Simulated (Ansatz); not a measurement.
Reaction: C4H8 (SMILES C=C(C)C) → C3H5 (SMILES C=[C]C, doublet) + CH3 (SMILES [CH3], doublet) (the C-C bond breaks)
Each species at its own B3LYP-D3(BJ)/def2-TZVP minimum (Ansatz, a quantum-chemistry and plane-wave program).

Total energies in hartree (Ansatz). Open shells are spin-unrestricted; no spin-orbit coupling. Cores are frozen in correlated methods. No relativity. The UHF reference of C3H5 (C=[C]C, doublet) is spin-contaminated (<S^2> up to 0.16 over the pure value in the sets run).

```tsv
species	HF/cc-pVTZ	CCSD(T)/cc-pVTZ	HF/cc-pVQZ	CCSD(T)/cc-pVQZ	CCSD(T)/cc-pVDZ	CCSDT(Q)/cc-pVDZ
1: C4H8 (2-methylprop-1-ene, SMILES CC(C)=C)	-156.16855	-156.92718	-156.17869	-156.97362	-156.75940	-156.76157
2: C3H5 (SMILES C=[C]C, doublet)	-116.47640	-117.00030	-116.48391	-117.03389	-116.88025	-116.88255
3: CH3 (SMILES [CH3], doublet)	-39.57748	-39.76098	-39.58026	-39.77245	-39.71583	-39.71634
```

Question: Work out the bond dissociation energy (electronic) in kJ/mol: take Hartree-Fock from cc-pVQZ, extrapolate the CCSD(T) correlation energy as X^-3 (X = 3, 4), and add CCSDT(Q) - CCSD(T) in cc-pVDZ. 1 hartree = 2625.5 kJ/mol.

Answer: 
Species 1: correlation (64·(-0.79493) - 27·(-0.75863))/37 = -0.82142; step -0.00217; E1 = -156.17869 + (-0.82142) + (-0.00217) = -157.00228
Species 2: correlation (64·(-0.54998) - 27·(-0.52390))/37 = -0.56901; step -0.00230; E2 = -116.48391 + (-0.56901) + (-0.00230) = -117.05522
Species 3: correlation (64·(-0.19219) - 27·(-0.18350))/37 = -0.19853; step -0.00051; E3 = -39.58026 + (-0.19853) + (-0.00051) = -39.77930
-1·E1 +1·E2 +1·E3 = 0.16776 hartree = 440.5 kJ/mol.
